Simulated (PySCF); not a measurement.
CH3, SMILES [CH3] (connectivity only; charge and spin as stated), charge +1, multiplicity 1.

Geometry: PBE-D3(BJ)/def2-TZVPD. The spin state was assumed, not searched. The isomer is the one that the SMILES or the coordinates give; other isomers of the formula were not compared.

The numbers are results of PBE-D3(BJ)/def2-TZVPD run with PySCF, not measurements.

No scaling factor is applied to the harmonic values.

Modes within 1.5 cm⁻¹ of each other (mostly degenerate sets) share a row, with their intensities summed.

Computed normal modes with their intensities:
| mode | ν (cm⁻¹) | IR (km/mol) | moving atoms (share of kinetic energy) |
|---|---|---|---|
| 1–2 | 1362 | 36.9 | H 91 %, C 9 % |
| 3 | 1384 | 10.1 | H 80 %, C 20 % |
| 4 | 2950 | 0.0 | H 100 % |
| 5–6 | 3143 | 132.9 | H 89 %, C 11 % |
